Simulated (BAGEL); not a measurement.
# singlet CH3BCl+, step by step

Wanted: the energy (singlet CH3BCl+, HF/cc-pVDZ), then a single-point energy (doublet CH3BCl, NEVPT2(3,3)/cc-pVDZ), then the energy (doublet CH3BCl, CASPT2(3,3)/cc-pVDZ) of CH3BCl. 

Program for the calculation: BAGEL 1.2.2.

### 1 The molecule

The species is CH3BCl+ (6 atoms), meant as a singlet with charge +1. As SMILES of the parent species, `C[B]Cl`. One bond was lengthened or shortened from a relaxed shape. That shape belongs to the parent species and isn't relaxed for this state.

Bond lengths: C1–B2 1.544 Å, B2–Cl3 1.727 Å, C1–H4 1.099 Å, C1–H5 1.095 Å, C1–H6 1.255 Å. Angles: C1–B2–Cl3 126.1°, B2–C1–H4 106.5°, B2–C1–H5 113.2°, B2–C1–H6 113.0°, H4–C1–H5 107.2°, H4–C1–H6 106.6°, H5–C1–H6 109.9°.

### 2 The energy at HF/cc-pVDZ (density fitting with svp-jkfit) (run 1)

input.json

```json
{ "bagel": [

{
  "title": "molecule",
  "basis": "cc-pvdz.json",
  "df_basis": "svp-jkfit",
  "angstrom": true,
  "geometry": [
    { "atom": "C", "xyz": [   -0.220586,    0.329670,   -0.164201 ] },
    { "atom": "B", "xyz": [    0.264614,   -1.055030,    0.315899 ] },
    { "atom": "Cl", "xyz": [    1.537114,   -1.351230,    1.445999 ] },
    { "atom": "H", "xyz": [   -1.004186,    0.646170,    0.538899 ] },
    { "atom": "H", "xyz": [    0.563514,    1.093270,   -0.141501 ] },
    { "atom": "H", "xyz": [   -0.752000,    0.295400,   -1.300400 ] }
  ]
},
{
  "title": "hf",
  "charge": 1
},
{
  "title": "print",
  "file": "orbitals.molden",
  "orbitals": true
}

]}
```

The basis set cc-pVDZ is read from a file made from the Basis Set Exchange's data (not shown).

Launch:

```
BAGEL_NUM_THREADS=1 BAGEL input.json > input.out
```

What it wrote:

```text
* using 1 threads per process

  ===============================================================
  ===============================================================

  *** Geometry ***

  { "atom" : "C", "xyz" : [     -0.416847,      0.622986,     -0.310295 ] },
  { "atom" : "B", "xyz" : [      0.500048,     -1.993718,      0.596963 ] },
  { "atom" : "Cl", "xyz" : [      2.904724,     -2.553455,      2.732542 ] },
  { "atom" : "H", "xyz" : [     -1.897637,      1.221084,      1.018372 ] },
  { "atom" : "H", "xyz" : [      1.064887,      2.065981,     -0.267398 ] },
  { "atom" : "H", "xyz" : [     -1.421074,      0.558225,     -2.457400 ] },

  Number of auxiliary basis functions:      332

  Since a DF basis is specified, we compute 2- and 3-index integrals:
    o Being stored without compression. Storage requirement is 0.010 GB

  Number of basis functions:       61
  Number of electrons      :       31

    * METHOD: MOLECULE                             0.09

  *** RHF ***

  === Nuclear Repulsion ===
    75.4573645490

      * DIIS with orbital gradients will be used.

  === RHF iteration (cc-pvdz.json) ===
      0       -523.40188710          0.01322100           0.01
      1       -523.47674643          0.00641177           0.01
      2       -523.48990789          0.00160087           0.01
      3       -523.49113942          0.00030333           0.01
      4       -523.49117601          0.00009594           0.01
      5       -523.49118169          0.00002449           0.01
      6       -523.49118222          0.00000793           0.01
      7       -523.49118229          0.00000292           0.01
      8       -523.49118230          0.00000098           0.01
      9       -523.49118230          0.00000024           0.01
     10       -523.49118230          0.00000009           0.01
     11       -523.49118230          0.00000004           0.01
     12       -523.49118230          0.00000001           0.01
    * SCF iteration converged.

    * Permanent dipole moment:
           (    1.072247,    -0.027067,     0.898719) a.u.

    * METHOD: HF                                   0.24

    * METHOD: PRINT                                0.01

  ===============================================================
```

It took 0.44 s on 1 thread of Arm Neoverse V1, shared host; peak memory 0.18 GiB.

### 3 Doublet neutral CH3BCl: the energy at NEVPT2(3,3)/cc-pVDZ (density fitting with svp-jkfit) (run 2)

input.json

```json
{ "bagel" : [

{
  "title" : "molecule",
  "basis" : "cc-pvdz.json",
  "df_basis" : "svp-jkfit",
  "angstrom" : true,
  "geometry" : [
    { "atom" : "C", "xyz" : [      -0.220586,       0.329670,      -0.164201 ] },
    { "atom" : "B", "xyz" : [       0.264614,      -1.055030,       0.315899 ] },
    { "atom" : "Cl", "xyz" : [       1.537114,      -1.351230,       1.445999 ] },
    { "atom" : "H", "xyz" : [      -1.004186,       0.646170,       0.538899 ] },
    { "atom" : "H", "xyz" : [       0.563514,       1.093270,      -0.141501 ] },
    { "atom" : "H", "xyz" : [      -0.752000,       0.295400,      -1.300400 ] }
  ]
},

{
  "title" : "hf",
  "charge" : 1
},

{
  "title" : "casscf",
  "nstate" : 1,
  "nact" : 3,
  "nclosed" : 14,
  "nspin" : 1,
  "active" : [13, 16, 18],
  "maxiter" : 200,
  "natocc" : true
},

{
  "title" : "nevpt2",
  "nstate" : 1,
  "nact" : 3,
  "nclosed" : 14,
  "nspin" : 1,
  "active" : [13, 16, 18],
  "maxiter" : 200,
  "natocc" : true,
  "ncore" : 7
},

{
  "title" : "print",
  "file" : "orbitals.molden",
  "orbitals" : true
}

]}
```

The basis set cc-pVDZ is read from a file made from the Basis Set Exchange's data (not shown).

Launch:

```
BAGEL_NUM_THREADS=1 BAGEL input.json > input.out
```

What it wrote:

```text
* using 1 threads per process

  ===============================================================
  ===============================================================

  *** Geometry ***

  { "atom" : "C", "xyz" : [     -0.416847,      0.622986,     -0.310295 ] },
  { "atom" : "B", "xyz" : [      0.500048,     -1.993718,      0.596963 ] },
  { "atom" : "Cl", "xyz" : [      2.904724,     -2.553455,      2.732542 ] },
  { "atom" : "H", "xyz" : [     -1.897637,      1.221084,      1.018372 ] },
  { "atom" : "H", "xyz" : [      1.064887,      2.065981,     -0.267398 ] },
  { "atom" : "H", "xyz" : [     -1.421074,      0.558225,     -2.457400 ] },

  Number of auxiliary basis functions:      332

  Since a DF basis is specified, we compute 2- and 3-index integrals:
    o Being stored without compression. Storage requirement is 0.010 GB

  Number of basis functions:       61
  Number of electrons      :       31

    * METHOD: MOLECULE                             0.09

  *** RHF ***

  === Nuclear Repulsion ===
    75.4573645490

      * DIIS with orbital gradients will be used.

  === RHF iteration (cc-pvdz.json) ===
      0       -523.40188710          0.01322100           0.01
      1       -523.47674643          0.00641177           0.01
      2       -523.48990789          0.00160087           0.01
[... 9 lines of this table left out ...]
     12       -523.49118230          0.00000001           0.01
    * SCF iteration converged.

    * Permanent dipole moment:
           (    1.072247,    -0.027067,     0.898719) a.u.

    * METHOD: HF                                   0.24

  ---------------------------
      CASSCF calculation
  ---------------------------

    ==== Active orbitals : =====
         Orbital 13
         Orbital 16
         Orbital 18
    ============================

    * nstate   :      1
    * nclosed  :     14
    * nact     :      3
    * nvirt    :     44
  === CASSCF iteration (cc-pvdz.json) ===

    * Using the second-order algorithm

      0  0      -523.73864334     1.97e-02      0.01

      1  0      -523.77959044     1.18e-03      0.10
[... 15 lines of this table left out ...]
      9  0      -523.79883760     8.42e-09      0.08

    * Second-order optimization converged. *

     guess   0:   closed 1..                  open .1.

  === FCI iteration ===

      0  0      -523.77883074     5.49e-02      0.00
      1  0      -523.79882081     1.39e-03      0.00
      2  0      -523.79883726     1.79e-04      0.00
[... 4 lines of this table left out ...]
      7  0 *    -523.79883760     8.59e-16      0.00

     * ci vector, state   0, <S^2> = 0.7500
       2a.    -0.9927051715
       .a2    -0.1197797912

    * METHOD: CASSCF                               0.87

    * freezing 7 orbitals

  === DF-NEVPT2 calculation ===

    * 3-index integral transformation done
    * assembly done

      NEVPT2 correlation energy:   -0.3218626209      0.06

          (+0)     -0.2396665934
          (+0)'    -0.0175272383
          (+1)     -0.0113365656
          (+1)'    -0.0003395554
          (+2)     -0.0002585659
          (-1)     -0.0430763839
          (-1)'    -0.0005258513
          (-2)     -0.0091318670

      NEVPT2 total energy:       -524.1207002171

    * METHOD: NEVPT2                               0.09

    * METHOD: PRINT                                0.01

  ===============================================================
```

It took 1.4 s on 1 thread of Arm Neoverse V1, shared host; peak memory 0.18 GiB.

### 4 Doublet neutral CH3BCl: the energy at CASPT2(3,3)/cc-pVDZ (density fitting with svp-jkfit) (run 3)

input.json

```json
{ "bagel" : [

{
  "title" : "molecule",
  "basis" : "cc-pvdz.json",
  "df_basis" : "svp-jkfit",
  "angstrom" : true,
  "geometry" : [
    { "atom" : "C", "xyz" : [   -0.220586,    0.329670,   -0.164201 ] },
    { "atom" : "B", "xyz" : [    0.264614,   -1.055030,    0.315899 ] },
    { "atom" : "Cl", "xyz" : [    1.537114,   -1.351230,    1.445999 ] },
    { "atom" : "H", "xyz" : [   -1.004186,    0.646170,    0.538899 ] },
    { "atom" : "H", "xyz" : [    0.563514,    1.093270,   -0.141501 ] },
    { "atom" : "H", "xyz" : [   -0.752000,    0.295400,   -1.300400 ] }
  ]
},
{ "title" : "hf", "charge" : 1 },
{ "title" : "casscf", "nstate" : 1, "nact" : 3, "nclosed" : 14, "nspin" : 1, "active" : [13, 16, 18], "maxiter" : 200, "natocc" : true },
{ "title" : "print", "file" : "orbitals.molden", "orbitals" : true },
{ "title" : "smith", "method" : "caspt2", "ms" : true, "xms" : true, "sssr" : true, "shift" : 0.2, "shift_imag" : true, "ncore" : 7 }

]}
```

The basis set cc-pVDZ is read from a file made from the Basis Set Exchange's data (not shown).

Launch:

```
BAGEL_NUM_THREADS=1 BAGEL input.json > input.out
```

What it wrote:

```text
* using 1 threads per process

  ===============================================================
  ===============================================================

  *** Geometry ***

  { "atom" : "C", "xyz" : [     -0.416847,      0.622986,     -0.310295 ] },
  { "atom" : "B", "xyz" : [      0.500048,     -1.993718,      0.596963 ] },
  { "atom" : "Cl", "xyz" : [      2.904724,     -2.553455,      2.732542 ] },
  { "atom" : "H", "xyz" : [     -1.897637,      1.221084,      1.018372 ] },
  { "atom" : "H", "xyz" : [      1.064887,      2.065981,     -0.267398 ] },
  { "atom" : "H", "xyz" : [     -1.421074,      0.558225,     -2.457400 ] },

  Number of auxiliary basis functions:      332

  Since a DF basis is specified, we compute 2- and 3-index integrals:
    o Being stored without compression. Storage requirement is 0.010 GB

  Number of basis functions:       61
  Number of electrons      :       31

    * METHOD: MOLECULE                             0.09

  *** RHF ***

  === Nuclear Repulsion ===
    75.4573645490

[... 8 lines left out ...]
    * SCF iteration converged.
[... 1 line left out ...]
    * Permanent dipole moment:
[... 28 lines left out ...]
    * Second-order optimization converged. *
[... 11 lines left out ...]
     * ci vector, state   0, <S^2> = 0.7500
[... 16 lines left out ...]
    * Zeroth order energy : state  0       -1.1934172130
[... 3 lines left out ...]
      -------------------------------------------  CASPT2 iteration  ---------------------------------------------------
       #      aibj      arbs      arbi      airj      risj      airs      arst      rist         Etot      error   time
      ------------------------------------------------------------------------------------------------------------------

       0  -0.23930  -0.01107  -0.04598  -0.01281  -0.00037  -0.01592  -0.00057  -0.00034   -0.3263699  0.0020785   0.03
       1  -0.23949  -0.01114  -0.04611  -0.01293  -0.00040  -0.01630  -0.00058  -0.00036   -0.3273269  0.0003571   0.02
       2  -0.23951  -0.01114  -0.04611  -0.01294  -0.00041  -0.01631  -0.00059  -0.00037   -0.3273611  0.0000737   0.02
       3  -0.23951  -0.01114  -0.04611  -0.01293  -0.00041  -0.01631  -0.00059  -0.00037   -0.3273622  0.0000154   0.03
       4  -0.23951  -0.01114  -0.04611  -0.01293  -0.00041  -0.01631  -0.00059  -0.00037   -0.3273622  0.0000031   0.03
       5  -0.23951  -0.01114  -0.04611  -0.01293  -0.00041  -0.01631  -0.00059  -0.00037   -0.3273622  0.0000006   0.03

      ------------------------------------------------------------------------------------------------------------------

    * CASPT2 energy : state  0     -524.1283565805
        w/o shift correction       -524.1261998430
        reference weight              0.8883724189

    * METHOD: SMITH                                0.21

  ===============================================================
```

It took 1.6 s on 1 thread of Arm Neoverse V1, shared host; peak memory 0.18 GiB.

### 5 Results

| quantity | value |
| --- | --- |
| run 1, HF/cc-pVDZ: total energy | -523.49118 Eh |
| run 1, HF/cc-pVDZ: HOMO energy | -19.38 eV |
| run 1, HF/cc-pVDZ: LUMO energy | -6.61 eV |
| run 1, HF/cc-pVDZ: HOMO–LUMO gap | 12.78 eV |
| doublet neutral CH3BCl, run 2: total energy | -524.12070 Eh |
| doublet neutral CH3BCl, run 3: total energy | -524.12836 Eh |
